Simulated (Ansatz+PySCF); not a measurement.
## singlet CH(+): levels of theory in one basis

```xyz
2

C     0.0000    0.0000   -0.1557
H     0.0000    0.0000    0.9341
```

Basis set: 6-31G (spherical functions). Left uncorrelated: 1 orbital. Charge 1, multiplicity 1.

Computed with Ansatz (development build ahead of 0.2.0); each method stands on the lowest determinant of its kind that the runs found.

```json
{"method": "RHF", "E − E(RHF) (eV)": "0.00", "<S²> of the determinant": "0.00"}
{"method": "UHF", "E − E(RHF) (eV)": "-0.27", "<S²> of the determinant": "0.51"}
{"method": "RHF-MP2", "E − E(RHF) (eV)": "-1.16", "<S²> of the determinant": "–"}
{"method": "UHF-MP2", "E − E(RHF) (eV)": "-1.15", "<S²> of the determinant": "0.51"}
{"method": "RHF-CCSD", "E − E(RHF) (eV)": "-1.89", "<S²> of the determinant": "–"}
{"method": "UHF-CCSD", "E − E(RHF) (eV)": "-1.89", "<S²> of the determinant": "0.51"}
{"method": "RHF-CCSD(T)", "E − E(RHF) (eV)": "-1.90", "<S²> of the determinant": "–"}
{"method": "UHF-CCSD(T)", "E − E(RHF) (eV)": "-1.90", "<S²> of the determinant": "0.51"}
{"method": "full CI (lowest root of this spin)", "E − E(RHF) (eV)": "-1.91", "<S²> of the determinant": "–"}
```

Q: Is a single determinant a sound starting point here?

A: Only with care. Unrestricted orbitals gain 0.27 eV and <S²> is 0.51 against 0.00 for a pure state, so spin symmetry breaks but gains little energy; restricted orbitals can still serve.

Caution for UHF, UHF-MP2, UHF-CCSD, UHF-CCSD(T): the unrestricted determinant is spin contaminated. Caution for UHF-MP2, UHF-CCSD, UHF-CCSD(T): a plain start can end on a higher determinant.
